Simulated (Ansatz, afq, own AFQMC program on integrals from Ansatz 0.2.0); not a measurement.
Where AFQMC and coupled cluster stand for HClF, doublet

```xyz
3

Cl    0.0000    0.0000   -1.3327
H     0.0000    0.0000    0.2163
F     0.0000    0.0000    1.1163
```

Connectivity, by distances: Cl ··· F, 1 bridging H.

Basis cc-pVTZ. Only valence electrons are correlated. Integrals, coupled cluster, full CI and functionals: Ansatz 0.2.0; the random walks run on the same integrals in our own AFQMC program. ph-AFQMC/CISD is guided by a CISD state made of CCSD amplitudes; releasing the constraint for a short imaginary time cuts its bias at the price of noise, slowly where states lie close. ± is one standard error of the sampling.

Determinant: UHF, the one that the program's search chose, which needn't be the lowest solution. The geometry is a point of a scan.

No full CI on the walks' own integrals is used here; CCSDT(Q) serves as the reference and is uncertain by about the last step of the cluster series.

Cautions: the released energies get too noisy after the second time (errors over twice the walk's own, or jumping), so no released level is given (meV from the phaseless value at times in 1/Eh: -17 ± 6 at 0.24, -13 ± 6 at 0.51, -21 ± 9 at 0.99, -41 ± 19 at 1.50), though the last usable value meets CCSDT(Q) within the noise.

- T1 diagnostic: 0.0109
- weight of the determinant in the CISD state: 0.888
- ⟨S²⟩ of the determinant: 0.760
- size of the correlated space: 15 electrons in 72 orbitals

Reference: CCSDT(Q), correlation energy -12.969 eV.

| level | E − E(reference) (kJ/mol) | share of correlation (%) |
| --- | --- | --- |
| HF | 1251.3 | 0.00 |
| MP2 | 98.6 | 92.12 |
| CCSD | 37.6 | 96.99 |
| CCSD(T) | 3.0 | 99.76 |
| CCSDT | 1.2 | 99.91 |
| ph-AFQMC/HF | 12.4 ± 2.8 | 99.01 |
| ph-AFQMC/CISD | 1.6 ± 0.4 | 99.87 |

A walk keeps the symmetry of its determinant, which the program's search chose and which needn't be the lowest solution, so a lower state of the same spin and another symmetry isn't excluded.
